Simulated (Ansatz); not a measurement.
Start from `N#CC(F)F` and change one atom or group to get `NCC(F)F`.

Ansatz, PBE0-D4/def2-TZVP geometries, multiplicity 1. Each molecule was computed in one conformer, which needn't be the lowest.

```tsv
property	`N#CC(F)F`
size of the dipole moment (B3LYP/def2-TZVPP) / D	2.46
HOMO energy (PBE0/def2-TZVPP) / eV	-10.70
LUMO energy (PBE0/def2-TZVPP) / eV	-0.68
HOMO–LUMO gap (PBE/def2-TZVPP) / eV	7.31
LUMO energy (B3LYP/def2-TZVPP) / eV	-0.97
HOMO–LUMO gap (B3LYP/def2-TZVPP) / eV	9.48
```

Task: Give the same properties after the change, and the shifts. (An estimate is asked.)

Result: Ansatz gave: 
```csv
property,`NCC(F)F`,shift
size of the dipole moment (B3LYP/def2-TZVPP) / D,1.19,-1.27
HOMO energy (PBE0/def2-TZVPP) / eV,-7.34,3.36
LUMO energy (PBE0/def2-TZVPP) / eV,1.19,1.87
HOMO–LUMO gap (PBE/def2-TZVPP) / eV,6.13,-1.18
LUMO energy (B3LYP/def2-TZVPP) / eV,0.81,1.78
HOMO–LUMO gap (B3LYP/def2-TZVPP) / eV,7.92,-1.56
```

With PBE0 the HOMO rises by 3.36 eV and the LUMO rises by 1.87 eV, so the gap narrows by about 1.49 eV. PBE moves the HOMO by 3.31 eV and ωB97M-V by 3.30 eV. Dipoles are sizes alone; their direction can turn.

B3LYP here is the variant with VWN-RPA as its local correlation; programs differ in this.
